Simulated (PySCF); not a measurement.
Molecule: ethylidenecyclobutane, C6H10.

Geometry (Å), atoms numbered from 1 in this order:
```xyz
16

C     2.554    0.012    0.094
C     1.259    0.688    0.404
C     0.056    0.224    0.064
C    -1.357    0.729    0.268
C    -1.878   -0.529   -0.473
C    -0.419   -1.013   -0.673
H     3.210    0.657   -0.516
H     3.117   -0.223    1.014
H     2.400   -0.928   -0.456
H     1.308    1.638    0.952
H    -1.581    1.688   -0.227
H    -1.671    0.814    1.321
H    -2.499   -1.196    0.141
H    -2.421   -0.319   -1.406
H    -0.172   -1.969   -0.184
H    -0.090   -1.081   -1.723
```

Geometry PBE0-D3(BJ)/def2-SVP throughout; GIAO in PySCF 2.14, gas phase, one conformer, non-relativistic; equivalent atoms averaged; basis pcSseg-1.

For orientation, CAM-B3LYP gives these absolute shieldings σ: C3 32.7, C2 54.0, C4 151.7, C6 153.9, C5 166.1, H10 26.04, H15/H16 28.70, H13/H14 29.45, H7/H8/H9 29.76 ppm.

A run gave: C3 30.9, C2 52.5, C4 146.9, C6 149.3, C5 161.6, H10 26.10, H15/H16 28.68, H13/H14 29.50, H7/H8/H9 29.78 ppm (absolute shieldings σ).

Task: Which functional was used in that run?
A. OPBE
B. BHandHLYP
C. HF
D. B3LYP
E. BLYP

Result: D. C4 tells them apart best: B3LYP gives 146.9, OPBE gives 152.5, BHandHLYP gives 153.5, HF gives 163.4, BLYP gives 141.6 ppm.
